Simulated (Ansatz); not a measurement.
A nudged elastic band was laid between two geometries of C$_{2}$H$_{6}$B (9 atoms, charge 0, multiplicity 2).

Method: UKS CAM-B3LYP/6-31G* (Ansatz).

* movable images: 7
* climbing image: yes
* spring: 5.0 eV/Å²
* optimiser: quadratic models (default)
* start path: through a guess of the saddle point
* force threshold: 0.05 eV/Å
* iteration limit: 41
* end points: relaxed

Initial state:

```xyz
9
Properties=species:S:1:pos:R:3
B -1.426 0.519 -0.619
C 0.080 0.351 -0.307
C 0.504 -0.731 0.690
H -1.915 1.310 -1.373
H 0.584 0.203 -1.277
H 0.437 1.342 0.023
H 1.590 -0.752 0.829
H 0.191 -1.723 0.349
H 0.044 -0.566 1.669
```

Final state:

```xyz
9
Properties=species:S:1:pos:R:3
B -1.300 0.962 -0.263
C 0.037 0.200 -0.428
C 0.513 -0.699 0.717
H -1.808 1.692 -1.064
H -0.046 -0.376 -1.365
H 0.797 0.966 -0.661
H 0.643 -0.125 1.639
H 1.469 -1.180 0.484
H -0.216 -1.487 0.925
```

Q: Which bonds break or form, and what moves?

A: No bond is made or broken. The dihedral B1–C2–C3–H7 goes from -180 to -59°. The two ends are copies of one structure, up to a mirror image or an exchange of like atoms.

Q: Give the energies along the band, and the barrier.

A: It converged. The highest image is number 4 of 0 to 8, 0.102 eV above the ends, which have the same energy within 2 meV. A vibrational analysis at the climbing image gives one clearly imaginary mode, 239i cm⁻¹: a first-order saddle point.

```json
{"image": "0", "path coordinate (Å)": "0.00", "energy (eV)": "0.000", "dihedral B1–C2–C3–H7 (°)": "-180"}
{"image": "1", "path coordinate (Å)": "0.37", "energy (eV)": "0.015", "dihedral B1–C2–C3–H7 (°)": "-163"}
{"image": "2", "path coordinate (Å)": "0.74", "energy (eV)": "0.051", "dihedral B1–C2–C3–H7 (°)": "-148"}
{"image": "3", "path coordinate (Å)": "1.11", "energy (eV)": "0.087", "dihedral B1–C2–C3–H7 (°)": "-133"}
{"image": "4", "path coordinate (Å)": "1.48", "energy (eV)": "0.102", "dihedral B1–C2–C3–H7 (°)": "-116"}
{"image": "5", "path coordinate (Å)": "1.84", "energy (eV)": "0.085", "dihedral B1–C2–C3–H7 (°)": "-103"}
{"image": "6", "path coordinate (Å)": "2.19", "energy (eV)": "0.048", "dihedral B1–C2–C3–H7 (°)": "-90"}
{"image": "7", "path coordinate (Å)": "2.55", "energy (eV)": "0.014", "dihedral B1–C2–C3–H7 (°)": "-75"}
{"image": "8", "path coordinate (Å)": "2.91", "energy (eV)": "0.000", "dihedral B1–C2–C3–H7 (°)": "-59"}
```

Q: What is the geometry of the highest image?

A: 
```xyz
9
Properties=species:S:1:pos:R:3
B -1.387 0.816 -0.358
C 0.058 0.270 -0.381
C 0.506 -0.741 0.695
H -1.890 1.542 -1.167
H 0.260 -0.110 -1.394
H 0.670 1.189 -0.334
H 1.301 -0.334 1.327
H 0.892 -1.660 0.245
H -0.322 -1.019 1.351
```

Q: What are the harmonic wavenumbers there?

A: 239i, 254, 360, 476, 767, 942, 983, 1068, 1099, 1227, 1319, 1438, 1466, 1539, 1547, 2663, 2999, 3051, 3086, 3153, 3156 cm⁻¹.

The run took 7.9 min on 1 thread of AMD EPYC (Zen 3) (shared host), peak memory 0.16 GiB.
